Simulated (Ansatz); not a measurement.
Relaxation of C$_{2}$H$_{4}$Li (7 atoms, charge 0, multiplicity 2), to a largest force component of 0.015 eV/Å in at most 40 steps.

All numbers below come from UKS PBE0-D4/def2-SVP (Ansatz).

```xyz
7
Properties=species:S:1:pos:R:3
Li -2.075 -0.129 0.301
C -0.117 -0.078 -0.567
C 0.677 0.119 0.533
H -0.159 -1.062 -1.015
H -0.301 0.750 -1.238
H 0.916 1.110 0.881
H 1.059 -0.709 1.105
```

Where does it end, and by what steps?

The run converged. The force dipped under the threshold on the way, but the program's further checks kept it going. After 12 steps the energy has fallen by 0.240 eV; Li1 moved furthest, 0.47 Å. Parted: Li1–C2.

```tsv
step	energy less start (eV)	largest force component (eV/Å)	accepted
0	0.0000	1.302	yes
1	-0.1028	0.903	yes
2	-0.1419	0.867	yes
3	-0.1999	0.424	yes
4	-0.2324	0.216	yes
5	-0.2351	0.152	yes
6	-0.2384	0.056	yes
7	-0.2388	0.020	yes
8	-0.2391	0.018	yes
9	-0.2394	0.008	yes
10	-0.2396	0.020	yes
11	-0.2396	0.016	yes
12	-0.2396	0.010	yes
```

```xyz
7
Properties=species:S:1:pos:R:3
Li -2.326 -0.100 0.693
C 0.119 -0.079 -0.720
C 0.647 0.112 0.493
H -0.021 -1.082 -1.135
H -0.167 0.761 -1.361
H 0.801 1.116 0.902
H 0.947 -0.728 1.128
```

The run took 32 s on 1 CPU thread of a shared host.
